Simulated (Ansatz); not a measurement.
Te (model structure, started from the diamond type, Fd-3m, No. 227, 2 atoms in the cell): lattice constant a by level of theory

No measured value is used here.

```json
[
 {"level (code)": "PBE (Ansatz)", "value (Å)": "7.187"},
 {"level (code)": "PBEsol (Ansatz)", "value (Å)": "7.060"},
 {"level (code)": "PBE-D3(BJ) (Ansatz)", "value (Å)": "7.078"},
 {"level (code)": "r²SCAN (Ansatz)", "value (Å)": "7.146"}
]
```

Ansatz's density-functional and Hartree–Fock values are scalar-relativistic unless marked +SOC, with PAW data made under PBE.

A model structure was made by putting elements into a prototype or built by hand; it is no filed structure, need not be a known phase, and can be a saddle point held by its symmetry.

Ansatz is a program for electronic structure.
